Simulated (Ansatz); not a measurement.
Reaction (SMILES): C=CCl → C=[C-]Cl + H+
B3LYP-D3(BJ)/def2-TZVP geometries, fixed; electronic energies without zero-point terms.

Basis-set convergence of the deprotonation energy at MP2 with Ansatz (an electronic-structure program). Cartesian d functions, on some or all atoms, in 6-31G**, 6-311G**; all else is spherical. Cores are frozen. The proton leaves the site shown, which need not be the most acidic. No added dispersion term, no relativity. Functions are those of the species that has most. Reference: Hartree-Fock in aug-cc-pV(Q+d)Z plus the correlation part extrapolated as X^-3 from aug-cc-pV(T+d)Z and aug-cc-pV(Q+d)Z, 390.01 kcal/mol, itself unsure by roughly 0.18 kcal/mol (a third of the extrapolation step and of the last Hartree-Fock step).

```
basis              functions  deprotonation energy (kcal/mol)
-----------------  ---------  -------------------------------
6-31G                     37                       (withheld)
def2-SV(P)                52                       (withheld)
6-31G**                   64                       (withheld)
6-311G**                  81                       (withheld)
aug-cc-pV(D+d)Z          105                           386.69
6-311++G(2d,2p)          119                           389.95
def2-TZVPD               147                           389.64
jun-cc-pV(T+d)Z          168                           390.54
6-311++G(3df,3pd)        179                           391.46
```

Q: What belongs in the gaps?

A: 
- 6-31G, deprotonation energy (kcal/mol): 397.42
- def2-SV(P), deprotonation energy (kcal/mol): 401.83
- 6-31G**, deprotonation energy (kcal/mol): 408.84
- 6-311G**, deprotonation energy (kcal/mol): 398.86
